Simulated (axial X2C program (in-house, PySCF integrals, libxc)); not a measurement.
# O₂: cheaper levels and CCSD(T), two-component

Computed with an axial X2C code built on PySCF integrals. Two-component (2c) means X2C with spin–orbit coupling and atomic mean-field two-electron Coulomb and Gaunt terms. Basis: O dyall-av3z [7s6p3d2f] (cores contracted in-house); Gaussian nuclei, density fitting, unrestricted open shells. Masses: O 15.995 u.

State: Ω = 1 (⟨Sz⟩ = 1.00, ⟨Lz⟩ = 0.00 at HF); fragments O + O.

```tsv
level	Re (Å)	ωe (cm⁻¹)	De (eV)
PBE0	1.193	1708.0	5.39
HF	1.159	1961.5	1.54
CCSD	1.201	1660.5	4.64
r2SCAN0	1.187	1744.4	4.96
BLYP	1.230	1486.8	5.88
TPSSh	1.208	1612.0	5.21
```

Correlated methods: 12 electrons correlated (number of frozen shells: O 1 s), 196 virtual spin orbitals or spinors in MP2, 125 natural virtuals in coupled cluster.

CCSD(T), same Hamiltonian and basis:

Re = 1.212 Å, ωe = 1576.8 cm⁻¹, De = 4.97 eV; T1 = 0.017 (Lee–Taylor normalisation).

Question: Give the differences from CCSD(T) in the columns below.

Answer: 

```json
{"level": "PBE0", "ΔRe (Å)": "-0.019", "Δωe (cm⁻¹)": "131", "ΔDe (eV)": "0.42"}
{"level": "HF", "ΔRe (Å)": "-0.053", "Δωe (cm⁻¹)": "385", "ΔDe (eV)": "-3.43"}
{"level": "CCSD", "ΔRe (Å)": "-0.011", "Δωe (cm⁻¹)": "84", "ΔDe (eV)": "-0.33"}
{"level": "r2SCAN0", "ΔRe (Å)": "-0.025", "Δωe (cm⁻¹)": "168", "ΔDe (eV)": "-0.01"}
{"level": "BLYP", "ΔRe (Å)": "0.018", "Δωe (cm⁻¹)": "-90", "ΔDe (eV)": "0.91"}
{"level": "TPSSh", "ΔRe (Å)": "-0.004", "Δωe (cm⁻¹)": "35", "ΔDe (eV)": "0.24"}
```

One determinant describes the state; a PBE0 search over occupations chose it and may have missed a lower one. De is counted from the lowest determinant-based energies of the atoms at the same level, without counterpoise correction. Density functionals use the spin component along the axis (collinear). Coupled cluster ran in a truncated set of natural virtual spinors; the MP2 energy of the rest was added. (T) has no such correction and the atoms are truncated less, which lowers De at CCSD(T) by a hundredth of an eV or more. A 2c atom that is not at its ground J level misses part of its spin–orbit lowering, and De is too large by that part (0.04 eV or less for light atoms). This holds for PBE0, r2SCAN0, BLYP, TPSSh. Without a current term, density functionals place determinants with orbital angular momentum somewhat too high. With several unpaired electrons one determinant need not be a pure state. Open-shell Ω = 0 determinants with evenly filled partner blocks cannot be reached by this program, so the Ω shown need not be the lowest component. This is the Ω = 1 component of a π² triplet; the 0⁺ component is not one determinant and can lie lowest.
